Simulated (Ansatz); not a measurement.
We consider bcc Mo, described by HSE06-D3(BJ) in Ansatz (plane waves, PAW).

Settings: plane-wave cutoff 460 eV, 14×14×14 k mesh, Fermi–Dirac smearing 0.05 eV, no spin polarisation, scalar-relativistic PAW data made under PBE.

Energies at three volumes about the minimum:

```tsv
V (Å³/atom)	E − E_lowest (meV/atom)
14.509	9.14
14.793	0.00
15.253	8.29
```

### Question
Fit a parabola by hand: where is the minimum, what lattice constant follows, and what is the bulk modulus?

### Answer
Slopes: (0.00 − 9.14)/(14.793 − 14.509) = -32.183 and (8.29 − 0.00)/(15.253 − 14.793) = 18.022 meV/Å³. Curvature E″ = 2 × (18.022 − (-32.183))/(15.253 − 14.509) = 134.960 meV/Å⁶. From the middle of the first interval, the slope vanishes at V0 = 14.6510 − (-32.183)/134.960 = 14.889 Å³/atom. B = V0 E″ = 14.889 × 134.960 meV/Å³ × 0.1602 GPa per meV/Å³ = 322 GPa. With 2 atoms in the cube, a = (2 × 14.889)^(1/3) = 3.100 Å. The full Birch–Murnaghan fit to all volumes gives V0 = 14.882 Å³/atom and B0 = 318 GPa.

Measured, for comparison: bulk modulus 265 GPa (zero-point energy and finite temperature contributions removed, our sources range from 265 to 278; as tabulated in doi:10.1021/acs.jctc.3c00612); lattice constant a 3.141 Å (static lattice: zero-point anharmonic expansion removed; as tabulated in Mejia-Rodriguez and Trickey (2018), arXiv:1807.09216). Computed (rounded) less measured: bulk modulus +20 % (+14 % to +20 % over the range).

Ansatz is an electronic-structure program.
